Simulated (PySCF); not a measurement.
Compound: C4H6N (doublet state).
Cartesian coordinates in Å at the PBE0-D3(BJ)/def2-SVP level; atoms count from 1:
```xyz
11
C4H6N angstrom
C     -1.098    0.640   -0.502
C     -0.753   -0.536    0.369
C      0.787   -0.486    0.370
C      1.057    0.713   -0.497
N     -0.040    1.299   -0.957
H     -2.112    0.956   -0.760
H     -1.188   -0.436    1.379
H     -1.154   -1.479   -0.041
H      1.248   -1.400   -0.043
H      1.214   -0.363    1.381
H      2.049    1.096   -0.750
```

Identity: `[CH]1CCC=N1` [radical].

Level of theory: UKS B3LYP, IGLO-III on C N, pcH-1 on H, non-relativistic, mean-field spin-orbit, GIAO (PySCF 2.14.0). Geometry: PBE0-D3(BJ)/def2-SVP; no solvent, vibrations or thermal averaging. No stability test was run, so a lower SCF solution isn't excluded. ⟨S²⟩ is 0.774 where a pure state has 0.75.

Mulliken spin populations: C1 +0.661, C2 -0.058, C3 -0.058, C4 +0.661, N5 -0.248, H6 -0.038, H7 +0.030, H8 +0.030, H9 +0.030, H10 +0.030, H11 -0.038. Main spin sites, with 60 % or more of the largest population: C1, C4; positions count bonds from the nearest.

Question: What dipolar couplings does the calculation give for H7, H8, H9, H10?

Answer: 
```tsv
atom	position	distance from C1 (Å)	T1 (MHz)	T2	T3
H7	2 bonds from C1	2.17	-3.67	-2.00	5.68
H8	2 bonds from C1	2.17	-3.68	-1.99	5.67
H9	2 bonds from C4	3.14	-3.68	-2.00	5.68
H10	2 bonds from C4	3.15	-3.68	-2.00	5.67
```

Question: Estimate them with point dipoles: put each population ρk at its nucleus, leave out the nucleus itself and the atom bound to it, and sum T = Σ [ρk/(2S)]·C·(3 n nᵀ − 1)/r³ with C = μ0 gₑ μB g_N μN/(4π h) = 79.06 MHz Å³.

Answer: 
```csv
atom,T1 (MHz),T2,T3,"T3, computed",difference in T3 (%)
H7,-5.29,-4.59,9.88,5.68,+74
H8,-5.28,-4.60,9.88,5.67,+74
H9,-5.29,-4.59,9.89,5.68,+74
H10,-5.28,-4.60,9.87,5.67,+74
```

On one thread of an x86-64 server (shared host), this took 18 s of wall time.
